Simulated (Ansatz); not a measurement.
Process, species as SMILES: [CH]=O (CH-O) → CHO+ (singlet, bonded as [CH]=O) + e-
B3LYP-D3(BJ)/def2-TZVP geometries, fixed; electronic energies without zero-point terms.
Largest species:
```xyz
3

C      0.0497     0.5837    -0.0011
O      0.0741    -0.5878    -0.0009
H     -0.8911     1.2003     0.0145
```
Charge 0, spin multiplicity 2.

Core correlation in the adiabatic ionisation energy at MP2 with Ansatz (a program for electronic structure), in eV: frozen core against all electrons. Core-valence sets carry the plain set on hydrogen. Open shells are unrestricted.

| basis | functions, most | frozen core |
|---|---|---|
| cc-pVDZ | 33 | 7.534 |
| cc-pCVDZ | 41 | 7.530 |
| cc-pVTZ | 74 | 7.776 |
| cc-pCVTZ | 100 | 7.772 |
| cc-pwCVTZ | 100 | 7.770 |
| cc-pVQZ | 140 | 7.841 |
| cc-pCVQZ | 198 | 7.842 |
| cc-pwCVQZ | 198 | 7.842 |

How large is the core term in each set?

The largest core-valence set, cc-pwCVQZ, gives a core term of 0.001 eV; the valence set cc-pVQZ, which lacks functions for the core, gives -0.006. By row: cc-pVDZ -0.004, cc-pCVDZ -0.003, cc-pVTZ -0.027, cc-pCVTZ 0.001, cc-pwCVTZ 0.001, cc-pVQZ -0.006, cc-pCVQZ 0.001, cc-pwCVQZ 0.001.
